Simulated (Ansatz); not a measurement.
Geometry optimisation, RHF/def2-mTZVP in Ansatz 0.2.0.

input.yaml

```yaml
crystal:
  periodic: [false, false, false]
  atoms:
    - { symbol: B, position_ang: [0.028406, 0.431876, 0.035873] }
    - { symbol: Cl, position_ang: [-0.198773, 0.79396, 1.817854] }
    - { symbol: H, position_ang: [1.122946, 0.483063, -0.384675] }
    - { symbol: H, position_ang: [-0.947379, 0.313869, -0.605152] }
    - { symbol: "N", position_ang: [0.105278, -2.205527, 0.773742] }
    - { symbol: H, position_ang: [-0.549937, -2.916499, 0.508981] }
    - { symbol: H, position_ang: [0.986324, -2.647673, 0.955889] }
    - { symbol: H, position_ang: [-0.214964, -1.781868, 1.651987] }
basis:
  gaussian: { orbitals: def2-mTZVP }
hamiltonian:
  xc: hf
relax:
  f_tol: 0.03
  max_steps: 50
```

Launched with:

```bash
$ ansatz run input.yaml --threads 1 --pin off --max-ram 2048MiB --backend cpu --events-out ev --progress --plain --runs-dir out
```

Where does it end, and by what steps?

The run converged. After 12 steps the energy has fallen by 0.943 eV; H6 moved furthest, 0.86 Å. Joined: B1–N5 (2.74 → 1.64 Å).

| step | energy less start (eV) | largest force component (eV/Å) | accepted |
| --- | --- | --- | --- |
| 0 | 0.0000 | 0.931 | yes |
| 1 | -0.0786 | 0.953 | yes |
| 2 | -0.1741 | 1.724 | yes |
| 3 | -0.3966 | 1.974 | yes |
| 4 | -0.7424 | 1.333 | yes |
| 5 | -0.6027 | 3.295 | no |
| 6 | -0.8151 | 0.834 | yes |
| 7 | -0.8714 | 0.336 | yes |
| 8 | -0.9142 | 0.172 | yes |
| 9 | -0.8871 | 1.141 | no |
| 10 | -0.9334 | 0.111 | yes |
| 11 | -0.9409 | 0.116 | yes |
| 12 | -0.9426 | 0.010 | yes |

```xyz
8
Properties=species:S:1:pos:R:3
B -0.003 -0.205 0.235
Cl 0.224 0.810 1.815
H 0.917 -0.065 -0.511
H -1.089 -0.052 -0.230
N 0.060 -1.753 0.770
H -0.058 -2.406 0.015
H 0.942 -1.938 1.213
H -0.661 -1.920 1.448
```

Whether the end is a true minimum wasn't checked by a vibrational analysis.

Run time: 13 s on 1 thread of Arm Neoverse V2 (shared host), peak memory 0.13 GiB.
